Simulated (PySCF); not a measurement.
Molecule: `CC(C)(C)S`, C4H10S.

Atom-mapped SMILES (the numbers label the heavy atoms): `[CH3:1][C:2]([CH3:3])([CH3:4])[SH:5]`. Each H is labelled by its parent atom.

Geometry PBE0-D3(BJ)/def2-SVP throughout; GIAO in PySCF 2.14, gas phase, one conformer, non-relativistic; equivalent atoms averaged; functional PBE0.

(1) How do the shifts δ (against TMS, CS2 at the same level) depend on the basis set? (ppm; last column core-seconds on shared hosts with different chips, so compare them loosely)

(2) Which nucleus moves most, in ppm?

(3) Taking the largest basis, pcSseg-2 (327 functions), as the yardstick, rank the others by their worst heavy-atom deviation.

## Answers

(1) 
```csv
basis set,functions,C2,C1/C3/C4,S5,H(C1)/H(C3)/H(C4),H(S5),core-s
STO-3G,39,41.3,27.3,-35.4,0.85,-0.51,4
6-31G,69,42.9,35.2,20.0,1.65,1.04,7.7
pcSseg-0,69,41.5,37.9,14.1,1.56,1.47,5.8
6-31G*,94,40.8,33.6,47.8,1.41,1.52,11
def2-SVP,124,40.8,34.3,31.4,1.28,1.34,15
cc-pVDZ,124,46.0,35.3,20.6,1.33,1.42,13
pcSseg-1,142,44.3,36.1,32.7,1.37,1.85,10
"6-311+G(2d,p)",203,45.7,34.9,48.4,1.34,1.78,30
aug-cc-pVDZ,209,46.6,34.1,30.0,1.43,1.65,31
def2-TZVP,221,46.1,35.8,50.5,1.34,1.83,35
IGLO-III,284,46.5,36.5,52.6,1.34,1.83,50
cc-pVTZ,294,45.9,35.6,27.2,1.33,1.73,52
pcSseg-2,327,47.1,37.0,45.3,1.34,1.90,61
```

(2) S5 (thiol sulfur): from -35.4 ppm with STO-3G to 52.6 ppm with IGLO-III. The smallest spread is 0.79 ppm, at H(C1)/H(C3)/H(C4). Proton shifts span only some 12 ppm, so a few tenths of a ppm matter as much there as several ppm in carbon.

(3) 6-311+G(2d,p) 3.1 ppm (203 functions), def2-TZVP 5.2 ppm (221 functions), 6-31G* 6.2 ppm (94 functions), IGLO-III 7.3 ppm (284 functions), pcSseg-1 12.6 ppm (142 functions), def2-SVP 13.9 ppm (124 functions), aug-cc-pVDZ 15.3 ppm (209 functions), cc-pVTZ 18.1 ppm (294 functions), cc-pVDZ 24.7 ppm (124 functions), 6-31G 25.3 ppm (69 functions), pcSseg-0 31.2 ppm (69 functions), STO-3G 80.7 ppm (39 functions).

A small basis that lands close on one nucleus may do so by chance; judge by the trend and by all nuclei.
